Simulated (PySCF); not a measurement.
# SiB: energy against distance

Set-up: PySCF, no relativity, basis sets Si STO-3G, B STO-3G. Energies in eV from Si + B in their ground configurations at the same level. State: ⁴Σ⁻ (quartet), unpaired electrons σ ↑, π ↑↑.

```tsv
R (Å)	M06-2X
1.571	-3.758
1.644	-4.440
1.717	-4.816
1.772	-4.942
1.827	-4.965
1.882	-4.905
1.955	-4.732
2.046	-4.417
2.156	-3.957
2.302	-3.291
```

**Question.** Put a parabola through the three lowest points of the M06-2X curve and estimate Re, k and ωe (reduced mass 7.9 u; 1 eV/Å² = 0.16022 mdyn/Å; ωe = 1302.8·√(k/μ) cm⁻¹).

**Answer.** Through R = 1.772, 1.827, 1.882 Å the second-order coefficient is 13.7 eV/Å², so Re ≈ 1.815 Å, k ≈ 4.40 mdyn/Å and ωe ≈ 972 cm⁻¹. A polynomial fit of higher order to the unrounded M06-2X energies gives Re = 1.813 Å, k = 4.65 mdyn/Å, ωe = 999 cm⁻¹; anharmonicity and rounding make the difference.

The higher-order fit for each curve: M06-2X: Re = 1.813 Å, ωe = 999 cm⁻¹, De = 4.97 eV.

STO-3G is very small, so such numbers show the basis as much as the molecule. The state is the lowest determinant that a PBE0 search found; another state may lie lower at other levels.
